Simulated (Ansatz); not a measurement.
## Which is lower?

Two relaxed structures of CH3MgO, doublet (PBE0-D4/def2-TZVP; forces vanish, vibrations not checked).

A:

| atom | x (Å) | y (Å) | z (Å) |
| --- | --- | --- | --- |
| C1 | 0.3992 | 0.0777 | -0.2489 |
| Mg2 | -1.6410 | 0.2896 | -0.3575 |
| O3 | 0.9592 | -0.5461 | 0.8427 |
| H4 | 1.1547 | 0.4051 | -0.9715 |
| H5 | -3.3270 | 0.4891 | -0.4933 |
| H6 | 1.9172 | -0.5766 | 0.7640 |

B:

```json
{"atom": "C1", "x (Å)": "-1.1554", "y (Å)": "0.2972", "z (Å)": "-0.9976"}
{"atom": "Mg2", "x (Å)": "0.3593", "y (Å)": "-0.0944", "z (Å)": "0.3117"}
{"atom": "O3", "x (Å)": "1.6636", "y (Å)": "-0.4357", "z (Å)": "1.4449"}
{"atom": "H4", "x (Å)": "-1.0555", "y (Å)": "0.3271", "z (Å)": "-2.0844"}
{"atom": "H5", "x (Å)": "-2.1894", "y (Å)": "0.5086", "z (Å)": "-0.7181"}
{"atom": "H6", "x (Å)": "2.3774", "y (Å)": "-0.6027", "z (Å)": "2.0434"}
```

Ansatz 0.2.0; basis: def2-TZVPP; cores frozen in the correlated methods; orbitals are unrestricted. The outer core shell of Li, Na, Mg and K is correlated. The def2 sets are not built for correlating such inner shells, so the correlated values are less sure here. B3LYP uses VWN-RPA correlation.

Problem. Which structure is lower at CCSD(T), and by how much? (An estimate is asked for; the value comes from the calculation.)

Solution. The calculation gives: B, by 185.4 kJ/mol (electronic energy, against the other). By their contacts, A is CH₃MgO ([OH][CH][MgH]) and B is CH₃MgO ([CH2][Mg][OH]).

All methods give the same order:

```csv
method,E(B) − E(A) (kJ/mol)
PBE-D4,-160.3
r2SCAN-D4,-184.4
PBE0-D4,-170.7
B3LYP-D4,-175.7
wB97M-V,-176.7
HF,-194.7
MP2,-201.7
CCSD,-189.1
CCSD(T),-185.4
```

T1 diagnostic: at most 0.015. ⟨S²⟩ of the unrestricted Hartree–Fock references: 0.76 (a pure state has 0.75).

Labels in which every atom is bracketed show which atoms are joined, not bond orders.

For scale, one of the runs: CCSD(T)/def2-TZVPP, 136 basis functions, launched by `ansatz run in.yaml --threads 2 --pin off --events-out ev --progress --plain --max-ram 4352MiB`. Hardware: 2 CPU threads of an Arm Neoverse V2, shared host. Wall time 72 s; peak host memory 2 GiB.
